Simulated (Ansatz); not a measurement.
Stepwise reaction of `F[SiH2]F` with ammonia, as a gas-phase model of exchange steps in deposition or etching. ΔE in kJ/mol; ΔG adds harmonic PBE0-D4 terms to CCSD(T)/CBS, at 1 bar.

Gas-phase electronic energies from Ansatz, PBE0-D4/def2-TZVP geometries. CCSD(T)/CBS adds triple-zeta CCSD(T) − MP2 to the extrapolated MP2 energy (def2 sets, frozen cores). This one scheme is used for every species. Functionals use def2-TZVPP. B3LYP here is the variant with VWN-RPA as its local correlation; programs differ in this. One conformer a species, not always the lowest.

```csv
step,reaction,PBE-D4,B3LYP-D4,ωB97M-V,CCSD(T)/CBS,ΔG(600 K)
2,`N[SiH2]F` + NH₃ → `N[SiH2]N` + H–F,91.7,97.5,97.0,93.4,94.5
```

Task: Give the row of step 1, `F[SiH2]F` + NH₃ → `N[SiH2]F` + H–F. (Best estimate.)

Result: Ansatz gave: 
| step | reaction | PBE-D4 | B3LYP-D4 | ωB97M-V | CCSD(T)/CBS | ΔG(600 K) |
| --- | --- | --- | --- | --- | --- | --- |
| 1 | `F[SiH2]F` + NH₃ → `N[SiH2]F` + H–F | 74.1 | 80.6 | 79.3 | 78.5 | 73.3 |

Task: By hand: ΔE of the 2 steps together at CCSD(T)/CBS.

Result: (78.5) + (93.4) = 171.9 kJ/mol, or 86.0 kJ/mol a step.

In ΔE each step is higher than the one before. All are uphill at CCSD(T)/CBS. ΔG lies between 73.3 and 94.5 kJ/mol a step. PBE-D4 differs from CCSD(T)/CBS by -4.4 to -1.7 kJ/mol a step. Isolated molecules leave out the surface, adducts and barriers. Largest T1 diagnostic: 0.012.
